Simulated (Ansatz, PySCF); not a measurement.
System: C2H5 (charge -1, singlet). It need not be the lowest isomer of its formula. Whether it binds its extra electron was not tested at this geometry. 
Geometry from a B3LYP-D3(BJ)/def2-TZVP (Ansatz, a first-principles code) optimisation:
```
C
H 1 1.1023
H 1 1.1023 2 105.15
H 1 1.1293 2 104.29 3 109.45
C 1 1.5312 2 111.16 3 -120.38
H 5 1.1089 1 108.56 2 -178.34
H 5 1.1089 6 104.85 1 -115.87
```
Charge -1, spin multiplicity 1.

Total electronic energies in hartree. Valence correlation only, unless marked. No spin-orbit coupling. Non-relativistic. CBS(X,Y): correlation extrapolated as X^-3; Hartree-Fock from the larger set. The bracket is a focal-point correction in the basis named.

| level | program | energy (Eh) |
|---|---|---|
| HF/6-31G* | Ansatz | -78.50205 |
| HF/cc-pVTZ | Ansatz | -78.55164 |
| RI-HF/cc-pVTZ | Ansatz | -78.55161 |
| RI-HF/aug-cc-pVQZ | Ansatz | -78.56715 |
| SVWN5/def2-TZVPD | PySCF | -78.40052 |
| BLYP-D3(BJ)/def2-TZVPD | Ansatz + dftd3 | -79.12678 |
| r2SCAN/def2-TZVPD | Ansatz | -79.11214 |
| B97M-V/def2-TZVPD | Ansatz | -79.16848 |
| B3LYP-D3(BJ)/def2-TZVPD | Ansatz + dftd3 | -79.18356 |
| B3LYP-D4/def2-TZVPD | Ansatz + dftd4 | -79.18451 |
| PBE0/6-31G* | Ansatz | -78.99872 |
| PBE0/def2-SVP | Ansatz | -78.95626 |
| PBE0-D4/def2-TZVPD | Ansatz + dftd4 | -79.06595 |
| TPSSh-D3(BJ)/def2-TZVPD | PySCF + dftd3 | -79.17976 |
| r2SCANh/def2-TZVPD | Ansatz | -79.10863 |
| r2SCAN0-D4/def2-TZVPD | Ansatz + dftd4 | -79.10478 |
| HSE06-D4/def2-TZVPD | Ansatz + dftd4 | -79.06032 |
| LC-wPBE-D4/def2-TZVPD | Ansatz + dftd4 | -79.12072 |
| B2PLYP/def2-TZVPD | Ansatz | -79.08276 |
| MP2/cc-pVDZ | Ansatz | -78.82727 |
| SCS-MP2/def2-TZVPP | Ansatz | -78.94479 |
| CCSD(T)/def2-TZVPP | Ansatz | -78.98128 |
| RI-MP2/CBS(aug-cc-pVTZ,aug-cc-pVQZ)+[CCSD(T)-MP2]/aug-cc-pVTZ | Ansatz | -79.0353 |

Totals of different functionals don't rank their quality; only differences between species are comparable.
